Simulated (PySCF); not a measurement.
BH7N2.
Structure used (PBE0-D3(BJ)/def2-SVP), in Å, numbered top down from 1:
```xyz
10
BH7N2 angstrom
N     -1.3223   -0.4211   -0.0463
B     -0.1814    0.5025   -0.2979
N      1.1713   -0.2644    0.3538
H     -1.7706   -0.7939   -0.8753
H     -2.0447   -0.0702    0.5718
H      0.1424    0.6381   -1.4792
H     -0.2036    1.5668    0.3228
H      1.2768   -1.1824   -0.0795
H      1.0259   -0.4179    1.3523
H      2.0326    0.2671    0.2220
```

Method used: PySCF, PBE0-D3(BJ)/def2-SVP geometry optimisation, gas phase.

Masses are those of the commonest isotopes; rigid-rotor values at the optimised geometry. The values belong to one conformer with, in the numbering `[NH2:1][BH2-:2][NH3+:3]`, H–N1–B2–N3 -117° and 116°.

Q: Give the principal moments of inertia and the rotational constants in cm⁻¹.

A: Ia = 17.43, Ib = 64.61, Ic = 72.34 u·Å²; 505379 MHz·u·Å²/I gives 29000, 7823 and 6986 MHz, that is A = 0.96735, B = 0.26093, C = 0.23304 cm⁻¹.

Q: Classify the top.

A: A near-prolate asymmetric top; Ray's κ = -0.924.

Q: What does the inertial defect say?

A: Not planar: Δ = Ic − Ia − Ib = -9.69 u·Å². For a rigid frame Δ = −2 Σ m c², so Σ m c² = 4.85 u·Å² lies off the ab plane, practically all of it from hydrogen. The atom farthest from that plane is 1.03 Å away.

Q: Where do the levels up to J = 2 lie, in MHz?

A: Above 0(0,0):
J = 1: 1(0,1) 14809, 1(1,1) 35987, 1(1,0) 36823
J = 2: 2(0,2) 44402, 2(1,2) 64768, 2(1,1) 67277, 2(2,1) 130810, 2(2,0) 130834
The levels of one J sum to (2J + 1)J(J + 1)(A + B + C)/3.

Q: Which types of transition are allowed, and where do some lines up to J = 4 fall?

A: The dipole components are |μa| = 3.08 D, |μb| = 2.47 D, |μc| = 0.00 D; the mirror of this Cs structure is the ab plane, so μc vanishes by symmetry (the 0.01 D computed is a residue) and there are no c-type lines. The squared components, which scale the intensities, stand as 1.00 : 0.64 (a : b). Some of the stronger lines:

| type | branch | J(Ka,Kc) | MHz | lower level (cm⁻¹) |
| --- | --- | --- | --- | --- |
| a | Q | 2(1,1) ← 2(1,2) | 2508 | 2.160 |
| a | Q | 4(1,3) ← 4(1,4) | 8358 | 5.519 |
| b | R | 2(0,2) ← 1(1,1) | 8416 | 1.200 |
| b | Q | 2(1,1) ← 2(0,2) | 22874 | 1.481 |
| b | R | 3(0,3) ← 2(1,2) | 23964 | 2.160 |
| a | R | 2(1,2) ← 1(1,1) | 28782 | 1.200 |
| a | R | 2(1,1) ← 1(1,0) | 30454 | 1.228 |
| b | R | 4(0,4) ← 3(1,3) | 39800 | 3.600 |
| a | R | 3(0,3) ← 2(0,2) | 44330 | 1.481 |
| a | R | 3(2,1) ← 2(2,0) | 44524 | 4.364 |
| a | R | 3(1,2) ← 2(1,1) | 45665 | 2.244 |
| a | R | 4(0,4) ← 3(0,3) | 58994 | 2.960 |
| a | R | 4(2,3) ← 3(2,2) | 59217 | 5.845 |
| a | R | 4(3,2) ← 3(3,1) | 59283 | 9.448 |
| a | R | 4(1,3) ← 3(1,2) | 60858 | 3.767 |
| b | R | 3(1,3) ← 2(0,2) | 63523 | 1.481 |
| b | Q | 2(2,1) ← 2(1,2) | 66042 | 2.160 |
| b | Q | 3(2,2) ← 3(1,3) | 67311 | 3.600 |
| b | Q | 4(2,3) ← 4(1,4) | 69012 | 5.519 |
| b | R | 4(1,4) ← 3(0,3) | 76710 | 2.960 |
| b | R | 2(2,1) ← 1(1,0) | 93987 | 1.228 |
| b | Q | 4(3,1) ← 4(2,2) | 107701 | 7.833 |
| b | R | 4(2,2) ← 3(1,3) | 126890 | 3.600 |
| b | Q | 4(4,0) ← 4(3,1) | 151125 | 11.425 |
| b | R | 4(3,1) ← 3(2,2) | 167280 | 5.845 |
| b | R | 4(4,1) ← 3(3,0) | 210410 | 9.448 |

Q: Estimate the classical rotational partition function at 10 K, 25 K and 100 K.

A: Point group Cs, symmetry number σ = 1; q = (√π/σ)·√((kT/h)³/(ABC)), k/h = 20836.6 MHz/K: 134 at 10 K, 529 at 25 K, 4230 at 100 K.

Whether it is a minimum is left open (no frequencies). Zero-point vibration and centrifugal distortion are left out. A rigid rotor knows nothing of inversion at nitrogen or internal rotation, which can split or shift real lines. Quadrupole hyperfine structure (11B, 14N) is left out.
